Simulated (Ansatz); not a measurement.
Geometry optimisation, UKS revPBE/6-31G* (Ansatz).

Input:

```yaml
crystal:
  periodic: [false, false, false]
  atoms:
    - { symbol: Si, position_ang: [0.114801, -0.073492, -0.165071] }
    - { symbol: H, position_ang: [-0.150868, -0.02311, 2.489925] }
    - { symbol: "N", position_ang: [1.639299, -0.046071, -1.043793] }
    - { symbol: H, position_ang: [2.293907, -0.816607, -0.889593] }
    - { symbol: H, position_ang: [2.144675, 0.841438, -1.089818] }
    - { symbol: H, position_ang: [-0.523132, 1.249499, -0.581258] }
    - { symbol: "N", position_ang: [-0.663423, -1.566399, -0.650831] }
    - { symbol: H, position_ang: [-1.415174, -1.949568, -0.075673] }
    - { symbol: H, position_ang: [-0.818711, -1.762929, -1.643046] }
    - { symbol: H, position_ang: [-0.232074, 0.017739, 3.200357] }
magnetization:
  spin_polarized: true
  initial_magnetization: 1
basis:
  gaussian: { orbitals: "6-31G*" }
hamiltonian:
  xc: revpbe
relax:
  f_tol: 0.03
  max_steps: 50
```

Launched with:

```bash
$ ansatz run input.yaml --threads 1 --pin off --max-ram 2048MiB --backend cpu --events-out ev --progress --plain --runs-dir out
```

Where does it end, and by what steps?

It converged. The force dipped under the threshold on the way, but the program's further checks kept it going. After 8 steps the energy has fallen by 0.094 eV; H10 moved furthest, 0.82 Å.

| step | energy less start (eV) | largest force component (eV/Å) | accepted |
| --- | --- | --- | --- |
| 0 | 0.0000 | 1.605 | yes |
| 1 | -0.0639 | 0.105 | yes |
| 2 | -0.0833 | 0.046 | yes |
| 3 | -0.0916 | 0.039 | yes |
| 4 | -0.0724 | 0.634 | no |
| 5 | -0.0922 | 0.021 | yes |
| 6 | -0.0937 | 0.028 | yes |
| 7 | -0.0942 | 0.018 | yes |
| 8 | -0.0943 | 0.009 | yes |

```xyz
10
Properties=species:S:1:pos:R:3
Si 0.133 -0.064 -0.388
H -0.241 0.040 3.270
N 1.676 -0.070 -1.233
H 2.331 -0.829 -1.033
H 2.178 0.816 -1.323
H -0.503 1.230 -0.885
N -0.631 -1.582 -0.820
H -1.396 -1.924 -0.239
H -0.790 -1.806 -1.806
H -0.368 0.059 4.008
```

Whether the end is a true minimum wasn't checked by a vibrational analysis.

Run time: 28 s on 1 thread of Arm Neoverse V2, with other jobs on the host, peak memory 0.13 GiB.
